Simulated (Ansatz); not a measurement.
Candidates: wurtzite CdS, zinc-blende CdTe, wurtzite GaN, zinc-blende BP, 2H-SiC, zinc-blende GaAs. Level: r²SCAN in Ansatz (plane waves, PAW).

Ansatz's runs of these crystals have no spin polarisation.

Spin–orbit coupling is left out, also for the solids with elements from indium on (zinc-blende CdTe); its size isn't shown.

Each level is taken at its own relaxed cell. Ansatz's density-functional and Hartree–Fock values are scalar-relativistic unless marked +SOC, with PAW data made under PBE.

Task: Which of them have a computed elastic constant C11 between 240 and 450 GPa?

Result: wurtzite GaN, zinc-blende BP. The values: wurtzite CdS 84.2 GPa; zinc-blende CdTe 51.5 GPa; wurtzite GaN 363 GPa; zinc-blende BP 361 GPa; 2H-SiC 533 GPa; zinc-blende GaAs 117 GPa.

Ansatz is a first-principles code.
